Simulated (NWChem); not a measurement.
System: BCl$_{3}$; SMILES ClB(Cl)Cl

Here is an NWChem input.

```
start job
memory heap 200 mb stack 900 mb global 1100 mb
geometry units angstroms noautosym nocenter noautoz
  B      0.000000     0.000000     0.000000
  Cl     0.876170     1.505687     0.000000
  Cl     0.865878    -1.511629     0.000000
  Cl    -1.742048     0.005942     0.000000
end
basis spherical
  * library def2-svp
end
dft
  xc xpbe96 cpbe96
  iterations 150
  vectors input atomic output neutral.movecs
end
task dft energy
charge 1
dft
  odft
  mult 2
  vectors input atomic output cation.movecs
end
task dft energy
```

Parts of the log:

```
             Northwest Computational Chemistry Package (NWChem) 7.3.0
             --------------------------------------------------------

                             Geometry "geometry" -> ""
                             -------------------------

 Output coordinates in angstroms (scale by  1.889725989 to convert to a.u.)

  No.       Tag          Charge          X              Y              Z
 ---- ---------------- ---------- -------------- -------------- --------------
    1 B                    5.0000     0.00000000     0.00000000     0.00000000
    2 Cl                  17.0000     0.87617000     1.50568700     0.00000000
    3 Cl                  17.0000     0.86587800    -1.51162900     0.00000000
    4 Cl                  17.0000    -1.74204800     0.00594200     0.00000000

 Effective nuclear repulsion energy (a.u.)     229.5139013649

  pbe96 is a nonlocal functional; adding pw91lda local functional.

                                 NWChem DFT Module
                                 -----------------

 Summary of "ao basis" -> "ao basis" (spherical)
 ------------------------------------------------------------------------------
       Tag                 Description            Shells   Functions and Types
 ---------------- ------------------------------  ------  ---------------------
 B                          def2-svp                 6       14   3s2p1d
 Cl                         def2-svp                 8       18   4s3p1d

            General Information
            -------------------
          SCF calculation type: DFT
          Wavefunction type:  closed shell.
          No. of atoms     :     4
          No. of electrons :    56
           Alpha electrons :    28
            Beta electrons :    28
          Charge           :     0
          Spin multiplicity:     1
          Use of symmetry is: off; symmetry adaption is: off
          Maximum number of iterations: 150
          AO basis - number of functions:    68
                     number of shells:    30
          Convergence on energy requested:  1.00D-06
          Convergence on density requested:  1.00D-05
          Convergence on gradient requested:  5.00D-04

              XC Information
              --------------
          PerdewBurkeErnzerhof Exchange Functional  1.000
            Perdew 1991 LDA Correlation Functional  1.000 local
           PerdewBurkeErnz. Correlation Functional  1.000 non-local

             Grid Information
             ----------------
          Grid used for XC integration:  medium
          Radial quadrature: Mura-Knowles
          Angular quadrature: Lebedev.
          Tag              B.-S. Rad. Rad. Pts. Rad. Cut. Ang. Pts.
          ---              ---------- --------- --------- ---------
          B                   0.85       49           7.0       434
          Cl                  1.00       88           8.0       590
          Grid pruning is: on
          Number of quadrature shells:   313
          Spatial weights used:  Erf1

      Superposition of Atomic Density Guess
      -------------------------------------

 Sum of atomic energies:       -1402.47455226

      Non-variational initial energy
      ------------------------------

 Total energy =   -1403.571427
 1-e energy   =   -2394.894581
 2-e energy   =     761.809253
 HOMO         =      -0.397532
 LUMO         =       0.058109

   convergence    iter        energy       DeltaE   RMS-Dens  Diis-err
 ---------------- ----- ----------------- --------- --------- ---------
 d= 0,ls=0.0,diis     1  -1404.4241522645 -1.63D+03  2.36D-02  8.21D-01
 d= 0,ls=0.0,diis     2  -1404.1991115513  2.25D-01  1.73D-02  2.36D+00
 d= 0,ls=0.0,diis     3  -1404.5139858475 -3.15D-01  2.88D-03  4.69D-02
 d= 0,ls=0.0,diis     4  -1404.5204730384 -6.49D-03  6.56D-04  1.60D-03
 d= 0,ls=0.0,diis     5  -1404.5206492291 -1.76D-04  7.39D-05  6.11D-05
  Resetting Diis
 d= 0,ls=0.0,diis     6  -1404.5206573344 -8.11D-06  1.59D-05  2.28D-06
 d= 0,ls=0.0,diis     7  -1404.5206576557 -3.21D-07  2.39D-06  5.78D-09

         Total DFT energy =    -1404.520657655716
      One electron energy =    -2395.846773846715
           Coulomb energy =      850.038227524548
    Exchange-Corr. energy =      -88.226012698445
 Nuclear repulsion energy =      229.513901364896

 Numeric. integr. density =       56.000000268704

                       DFT Final Molecular Orbital Analysis
                       ------------------------------------

 Vector   26  Occ=2.000000D+00  E=-3.028404D-01
              MO Center= -7.9D-01,  3.3D-01,  1.4D-09, r^2= 3.3D+00
   Bfn.  Coefficient  Atom+Function         Bfn.  Coefficient  Atom+Function
  ----- ------------  ---------------      ----- ------------  ---------------
    63      0.521741  4 Cl pz                60      0.394994  4 Cl pz
    27     -0.350789  2 Cl pz                24     -0.265572  2 Cl pz
    57      0.228865  4 Cl pz                45     -0.170954  3 Cl pz
    21     -0.153876  2 Cl pz                42     -0.129424  3 Cl pz
    39     -0.074990  3 Cl pz                13      0.035315  1 B  d  1

 Vector   27  Occ=2.000000D+00  E=-3.028402D-01
              MO Center=  7.9D-01, -3.3D-01,  3.4D-10, r^2= 3.3D+00
   Bfn.  Coefficient  Atom+Function         Bfn.  Coefficient  Atom+Function
  ----- ------------  ---------------      ----- ------------  ---------------
    45      0.503755  3 Cl pz                27     -0.399927  2 Cl pz
    42      0.381378  3 Cl pz                24     -0.302773  2 Cl pz
    39      0.220976  3 Cl pz                21     -0.175431  2 Cl pz
    63     -0.103828  4 Cl pz                60     -0.078605  4 Cl pz
    57     -0.045545  4 Cl pz                11     -0.035315  1 B  d -1

 Vector   28  Occ=2.000000D+00  E=-2.730665D-01
              MO Center=  3.1D-06, -3.5D-06,  1.6D-10, r^2= 4.2D+00
   Bfn.  Coefficient  Atom+Function         Bfn.  Coefficient  Atom+Function
  ----- ------------  ---------------      ----- ------------  ---------------
    62      0.388392  4 Cl py                25      0.335695  2 Cl px
    43     -0.337021  3 Cl px                59      0.299220  4 Cl py
    22      0.258622  2 Cl px                40     -0.259644  3 Cl px
    26     -0.195344  2 Cl py                44     -0.193049  3 Cl py
    56      0.171583  4 Cl py                23     -0.150494  2 Cl py

 Vector   29  Occ=0.000000D+00  E=-8.219452D-02
              MO Center= -5.8D-07, -1.8D-07,  2.1D-09, r^2= 2.6D+00
   Bfn.  Coefficient  Atom+Function         Bfn.  Coefficient  Atom+Function
  ----- ------------  ---------------      ----- ------------  ---------------
     6      0.679696  1 B  pz                 9     -0.462403  1 B  pz
    27      0.331376  2 Cl pz                45      0.331376  3 Cl pz
    63      0.331376  4 Cl pz                24      0.181584  2 Cl pz
    42      0.181584  3 Cl pz                60      0.181584  4 Cl pz
    21      0.103444  2 Cl pz                39      0.103444  3 Cl pz

 Vector   30  Occ=0.000000D+00  E= 3.266879D-02
              MO Center=  1.6D-06,  6.2D-07,  1.5D-10, r^2= 3.5D+00
   Bfn.  Coefficient  Atom+Function         Bfn.  Coefficient  Atom+Function
  ----- ------------  ---------------      ----- ------------  ---------------
     3      1.407920  1 B  s                  2      0.701250  1 B  s
    61     -0.536565  4 Cl px                18     -0.492982  2 Cl s
    36     -0.492981  3 Cl s                 54     -0.492976  4 Cl s
    26      0.463767  2 Cl py                44     -0.465597  3 Cl py
    25      0.269868  2 Cl px                43      0.266698  3 Cl px

 Vector   31  Occ=0.000000D+00  E= 1.101067D-01
              MO Center= -3.4D-05,  1.2D-06,  6.9D-09, r^2= 4.0D+00
   Bfn.  Coefficient  Atom+Function         Bfn.  Coefficient  Atom+Function
  ----- ------------  ---------------      ----- ------------  ---------------
     3      2.196707  1 B  s                  2     -1.546875  1 B  s
    18     -0.397113  2 Cl s                 36     -0.397086  3 Cl s
    54     -0.396776  4 Cl s                  1     -0.225090  1 B  s
    68     -0.107343  4 Cl d  2              28     -0.093304  2 Cl d -2
    46      0.092577  3 Cl d -2              17     -0.075358  2 Cl s

     Multipole analysis of the density
     ---------------------------------

     L   x y z        total         alpha         beta         nuclear
     -   - - -        -----         -----         ----         -------
     0   0 0 0     -0.000000    -28.000000    -28.000000     56.000000

     1   1 0 0     -0.000002     -0.000001     -0.000001      0.000000
     1   0 1 0     -0.000001     -0.000001     -0.000001     -0.000000
     1   0 0 1     -0.000000     -0.000000     -0.000000      0.000000

     2   2 0 0    -31.319058   -153.835697   -153.835697    276.352336
     2   1 1 0     -0.000001     -0.000008     -0.000008      0.000014
     2   1 0 1      0.000000      0.000000      0.000000      0.000000
     2   0 2 0    -31.319053   -153.835727   -153.835727    276.352401
     2   0 1 1     -0.000000     -0.000000     -0.000000      0.000000
     2   0 0 2    -30.835998    -15.417999    -15.417999      0.000000

                                 NWChem DFT Module
                                 -----------------

            General Information
            -------------------
          SCF calculation type: DFT
          Wavefunction type:  spin polarized.
          No. of atoms     :     4
          No. of electrons :    55
           Alpha electrons :    28
            Beta electrons :    27
          Charge           :     1
          Spin multiplicity:     2
          Use of symmetry is: off; symmetry adaption is: off
          Maximum number of iterations: 150
          AO basis - number of functions:    68
                     number of shells:    30
          Convergence on energy requested:  1.00D-06
          Convergence on density requested:  1.00D-05
          Convergence on gradient requested:  5.00D-04

[...]
```

Level: PBE/def2-SVP, vertical spin-unrestricted ions. Geometry: optimised at PBE0/def2-SVP.
